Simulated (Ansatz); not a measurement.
Cost and result for the atomization energy of C3H5NO, SMILES `NC1=COC1` (10 atoms, 10 bonds).

```csv
atom,x (Å),y (Å),z (Å)
N1,1.592,-0.118,0.373
C2,0.275,-0.084,-0.052
C3,-0.508,-0.605,-1.000
O4,-1.733,-0.143,-0.506
C5,-0.977,0.448,0.586
H6,1.965,0.792,0.604
H7,2.205,-0.586,-0.278
H8,-0.451,-1.227,-1.882
H9,-1.116,1.531,0.615
H10,-1.253,-0.007,1.539
```

Charge 0, multiplicity 1. All single points use the PBE0-D4/def2-TZVP geometry. It is one conformer, not always the lowest. Program: Ansatz. All runs use 2 threads of an AMD EPYC 9R45 on a shared host. Times are those of one run each, without the atoms' runs, and a repeat can differ threefold. Electronic energies, without spin–orbit coupling; frozen cores. CCSD(T)/CBS adds CCSD(T) − MP2 in def2-TZVPP to the MP2 limit, and its time is that of the two runs behind it. T1 = 0.013. HSE06 is the plane-wave form, built on full-range PBE exchange.

CCSD(T)/CBS is a level of theory with its own doubt, some kJ/mol a heavy atom from the limit and from the frozen cores, so smaller differences don't rank the functionals.

```json
{"level": "revPBE-D4/def2-TZVPP", "functions": "225", "wall time": "1.1 s"}
{"level": "PBE-D4/def2-TZVPP (with forces)", "functions": "225", "wall time": "1.3 s"}
{"level": "PBE0-D4/def2-TZVPP", "functions": "225", "wall time": "1.3 s"}
{"level": "HSE06-D4/def2-TZVPP", "functions": "225", "wall time": "1.4 s"}
{"level": "BHLYP-D4/def2-TZVPP", "functions": "225", "wall time": "1.4 s"}
{"level": "CAM-B3LYP-D4/def2-TZVPP", "functions": "225", "wall time": "1.6 s"}
{"level": "r2SCANh-D4/def2-TZVPP", "functions": "225", "wall time": "2.2 s"}
{"level": "r2SCAN-D4/def2-TZVPP (with forces)", "functions": "225", "wall time": "2.2 s"}
{"level": "CCSD(T)/def2-SVP", "functions": "95", "wall time": "2.5 s"}
{"level": "PBE-QIDH/def2-TZVPP", "functions": "225", "wall time": "2.8 s"}
{"level": "MP2/def2-QZVPP", "functions": "435", "wall time": "11 s"}
{"level": "CCSD(T)/def2-TZVPP", "functions": "225", "wall time": "50 s"}
{"level": "CCSD(T)/CBS(def2)", "functions": "–", "wall time": "61 s"}
```

Q: What atomization energy does each give, and how far from CCSD(T)/CBS? (Estimate.)

A: Ansatz gave: 
| level | atomization (kJ/mol) | difference from CCSD(T)/CBS | per bond |
| --- | --- | --- | --- |
| revPBE-D4/def2-TZVPP | 4096.9 | 55.1 | 5.5 |
| PBE-D4/def2-TZVPP (with forces) | 4225.4 | 183.6 | 18.4 |
| PBE0-D4/def2-TZVPP | 4100.7 | 58.9 | 5.9 |
| HSE06-D4/def2-TZVPP | 4105.2 | 63.4 | 6.3 |
| BHLYP-D4/def2-TZVPP | 3876.6 | -165.2 | -16.5 |
| CAM-B3LYP-D4/def2-TZVPP | 4074.7 | 32.9 | 3.3 |
| r2SCANh-D4/def2-TZVPP | 4024.6 | -17.2 | -1.7 |
| r2SCAN-D4/def2-TZVPP (with forces) | 4062.1 | 20.3 | 2.0 |
| CCSD(T)/def2-SVP | 3826.1 | -215.7 | -21.6 |
| PBE-QIDH/def2-TZVPP | 4033.7 | -8.1 | -0.8 |
| MP2/def2-QZVPP | 4096.9 | 55.1 | 5.5 |
| CCSD(T)/def2-TZVPP | 3922.2 | -119.6 | -12.0 |
| CCSD(T)/CBS(def2) | 4041.8 | 0.0 | 0.0 |

In def2-TZVPP, CCSD(T) changes the Hartree–Fock value by +1185.7 kJ/mol (the triples alone add +82.7 kJ/mol) and MP2 by +1289.7 kJ/mol; breaking electron pairs costs correlation energy, which Hartree–Fock lacks. From PBE to PBE0 (25 % exact exchange), in def2-TZVPP and without D4, the atomization energy moves by −121.9 kJ/mol: exact exchange takes away binding that semilocal exchange gives to molecules. The D4 term adds +26.6 kJ/mol with B3LYP and +13.8 kJ/mol with PBE0; it sums over pairs of atoms, weighted by their polarisabilities, and B3LYP, whose exchange is more repulsive, gets the larger term.

B3LYP here is the variant with VWN-RPA as its local correlation; programs differ in this.
